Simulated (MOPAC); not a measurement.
MOPAC input (AM1):

```
AM1 PRECISE GNORM=0.05 LET XYZ CHARGE=-1 GEO-OK AUX(PRECISION=9) THREADS=1
C3H3

C    -0.01161473 1   -0.02640307 1    0.83180950 1
C     0.01051919 1   -0.75709445 1   -0.62801581 1
C     0.00595158 1    0.55569554 1   -0.51323913 1
H     0.88841082 1   -0.06781218 1    1.45981855 1
H    -0.92871443 1   -0.07190482 1    1.43431575 1
H     0.01116736 1    1.50652892 1   -1.03746167 1
```

Output:

```
 *******************************************************************************
 **                                                                           **
 **                              MOPAC v23.2.5                                **
 **                                                                           **
 *******************************************************************************
 ** MOPAC's Digital Object Identifier: https://doi.org/10.5281/zenodo.6511958 **
 **                                                                           **
 ** Please cite the open-source release paper for use of this MOPAC version:  **
 ** J. E. Moussa and J. J. P. Stewart (2026)                                  **
 ** MOPAC: An open-source semiempirical molecular orbital program             **
 ** J. Open Source Softw., 11(119), 8025, https://doi.org/10.21105/joss.08025 **
 *******************************************************************************

                              AM1 CALCULATION RESULTS

 *******************************************************************************
 *  AM1        - The AM1 Hamiltonian to be used
 *  GEO-OK     - OVERRIDE INTERATOMIC DISTANCE AND OTHER SAFETY CHECKS
 *
 *
 *
 *                 CHARGE ON SYSTEM = -1
 *
 *
 *
 *  LET        - OVERRIDE SOME SAFETY CHECKS
 *  PRECISE    - TIGHTER CRITERIA TO BE USED
 *  XYZ        - CARTESIAN COORDINATE SYSTEM TO BE USED
 *  GNORM      - EXIT WHEN GRADIENT NORM DROPS BELOW 0.050
 *  AUX        - OUTPUT AUXILIARY INFORMATION
 *******************************************************************************
AM1 PRECISE GNORM=0.05 LET XYZ CHARGE=-1 GEO-OK AUX(PRECISION=9) THREADS=1
 C3H3

   ATOM   CHEMICAL          X               Y               Z
  NUMBER   SYMBOL      (ANGSTROMS)     (ANGSTROMS)     (ANGSTROMS)

     1       C         -0.01161473  *  -0.02640307  *   0.83180950  *
     2       C          0.01051919  *  -0.75709445  *  -0.62801581  *
     3       C          0.00595158  *   0.55569554  *  -0.51323913  *
     4       H          0.88841082  *  -0.06781218  *   1.45981855  *
     5       H         -0.92871443  *  -0.07190482  *   1.43431575  *
     6       H          0.01116736  *   1.50652892  *  -1.03746167  *

          CARTESIAN COORDINATES

    NO.       ATOM           X           Y           Z

     1         C         -0.0116     -0.0264      0.8318
     2         C          0.0105     -0.7571     -0.6280
     3         C          0.0060      0.5557     -0.5132
     4         H          0.8884     -0.0678      1.4598
     5         H         -0.9287     -0.0719      1.4343
     6         H          0.0112      1.5065     -1.0375

  H: (AM1): M.J.S. DEWAR ET AL, J. AM. CHEM. SOC. 107 3902-3909 (1985)
  C: (AM1): M.J.S. DEWAR ET AL, J. AM. CHEM. SOC. 107 3902-3909 (1985)

           Empirical Formula: C3 H3  =     6 atoms

      MOLECULAR POINT GROUP   :   Cs

      RHF CALCULATION, NO. OF DOUBLY OCCUPIED LEVELS = 8

          Geometry optimization using EF

          DIAGONAL MATRIX USED AS START HESSIAN

 CYCLE:     1  GRAD.:    73.098 HEAT:  111.3405
 CYCLE:     2  GRAD.:   354.711 HEAT:  130.3955
 CYCLE:     3  GRAD.:   545.660 HEAT:  142.2850
 CYCLE:     4  GRAD.:   158.126 HEAT:  115.8107
 CYCLE:     5  GRAD.:   274.966 HEAT:  121.7940
 CYCLE:     6  GRAD.:   148.350 HEAT:  114.3042
 CYCLE:     7  GRAD.:   156.247 HEAT:  116.3132
 CYCLE:     8  GRAD.:    86.337 HEAT:  110.7100
 CYCLE:     9  GRAD.:   122.086 HEAT:  114.5674
 CYCLE:    10  GRAD.:    36.917 HEAT:  108.4524
 CYCLE:    11  GRAD.:    69.482 HEAT:  109.8852
 CYCLE:    12  GRAD.:    11.386 HEAT:  108.0857
 CYCLE:    13  GRAD.:     6.412 HEAT:  108.0682
 CYCLE:    14  GRAD.:     0.277 HEAT:  108.0606
 CYCLE:    15  GRAD.:     0.138 HEAT:  108.0606
 CYCLE:    16  GRAD.:     0.511 HEAT:  108.0606
 CYCLE:    17  GRAD.:     0.013 HEAT:  108.0606

     GRADIENT =  0.01306 IS LESS THAN CUTOFF =  0.05000

 -------------------------------------------------------------------------------
 AM1 PRECISE GNORM=0.05 LET XYZ CHARGE=-1 GEO-OK AUX(PRECISION=9) THREADS=1
 C3H3

     GEOMETRY OPTIMISED USING EIGENVECTOR FOLLOWING (EF).
     SCF FIELD WAS ACHIEVED

                              AM1 CALCULATION
                                                       MOPAC v23.2.5 Linux

          FINAL HEAT OF FORMATION =        108.06057 KCAL/MOL =     452.12543 KJ/MOL

          COSMO AREA              =         82.46 SQUARE ANGSTROMS
          COSMO VOLUME            =         65.69 CUBIC ANGSTROMS

          GRADIENT NORM           =          0.01306          =       0.00533 PER ATOM
          IONIZATION POTENTIAL    =          2.508584 EV
          HOMO LUMO ENERGIES (EV) =         -2.509  8.427
          NO. OF FILLED LEVELS    =          8
          MOLECULAR WEIGHT        =         39.0567         POINT GROUP:  Cs

          MOLECULAR DIMENSIONS (Angstroms)

            Atom       Atom       Distance
            H     6    H     4     3.01225
            C     2    H     5     2.11528
            H     4    C     2     1.39690

          SCF CALCULATIONS        =         18

   ATOM   CHEMICAL          X               Y               Z
  NUMBER   SYMBOL      (ANGSTROMS)     (ANGSTROMS)     (ANGSTROMS)

     1       C         -0.01093660  *  -0.06345980  *   0.78943763  *
     2       C          0.00982368  *  -0.76614082  *  -0.57700813  *
     3       C          0.00615151  *   0.57612491  *  -0.53077019  *
     4       H          0.88569103  *  -0.04437986  *   1.43831713  *
     5       H         -0.92549760  *  -0.04845914  *   1.41289725  *
     6       H          0.01004018  *   1.54827871  *  -0.96383465  *

                             CARTESIAN COORDINATES

   1    C       -0.010936603    -0.063459802     0.789437626
   2    C        0.009823678    -0.766140824    -0.577008127
   3    C        0.006151506     0.576124910    -0.530770185
   4    H        0.885691026    -0.044379857     1.438317134
   5    H       -0.925497600    -0.048459136     1.412897249
   6    H        0.010040179     1.548278706    -0.963834650

           Empirical Formula: C3 H3  =     6 atoms

      MOLECULAR POINT GROUP   :   Cs

                  EIGENVALUES
 -30.33763 -16.51652 -13.00322  -8.48873  -7.26438  -4.92533  -2.81076  -2.50858
   8.42678  10.14955  10.53252  10.66721  10.86316  11.04366  12.54424

              NET ATOMIC CHARGES AND DIPOLE CONTRIBUTIONS

  ATOM NO.   TYPE          CHARGE      No. of ELECS.   s-Pop       p-Pop
    1          C          -0.313174        4.3132     1.21136     3.10181
    2          C          -0.258763        4.2588     1.67996     2.57880
    3          C          -0.543899        4.5439     1.24876     3.29514
    4          H           0.005584        0.9944     0.99442
    5          H           0.005584        0.9944     0.99442
    6          H           0.104667        0.8953     0.89533
 DIPOLE           X         Y         Z       TOTAL
 POINT-CHG.    -0.004     0.124     0.272     0.299
 HYBRID        -0.020     2.074     1.110     2.352
 SUM           -0.024     2.198     1.382     2.597

          ATOMIC ORBITAL ELECTRON POPULATIONS

     Atom    s        px        py        pz
    1  C   1.21136   0.93364   1.26942   0.89875
    2  C   1.67996   0.63467   1.10235   0.84178
    3  C   1.24876   1.31528   0.99626   0.98361
    4  H   0.99442
    5  H   0.99442
    6  H   0.89533

 **********************
 *                    *
 * JOB ENDED NORMALLY *
 *                    *
 **********************

 == MOPAC DONE ==
```

The dipole moment of an ion depends on the origin.
